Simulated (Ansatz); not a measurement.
A made-up structure of CH2BS, doublet:

```xyz
5
angstrom
B -0.4143 0.3893 -0.3332
C 1.4666 -1.3781 1.1795
S 0.5005 -0.4703 0.4025
H -1.3368 -0.1083 -0.9066
H -0.2160 1.5675 -0.3422
```

It is relaxed with PBE-D4/def2-SVP and then PBE0-D4/def2-TZVP (Ansatz 0.2.0). Atoms count as bonded within 1.22 times the sum of their covalent radii (H–H: 0.88 Å). The end point is not checked to be a true minimum.

(1) Does its bonding change? (A judgement: the text doesn't fix the answer.)

Results:

(1) Computed: Yes. Formed: B1–C2; broken: B1–S3.

Where it ends: The first stage lowers the energy by 5.39 eV in 40 steps. It ends as CH₂BS ([BH2][C][S]):
B1  (-0.378, 0.528, -0.111)
C2  (0.457, -0.638, 0.134)
S3  (1.340, -1.869, 0.393)
H4  (-1.561, 0.382, -0.193)
H5  (0.143, 1.597, -0.224)
(Å)

Labels in which every atom is bracketed show which atoms are joined, not bond orders.

For scale, one of the runs: PBE0-D4/def2-TZVP relaxation, 111 basis functions, launched by `ansatz run in.yaml --threads 2 --pin off --events-out ev --progress --plain --max-ram 4352MiB`. Hardware: 2 CPU threads of an Arm Neoverse V2, shared host. Wall time about 11 s.
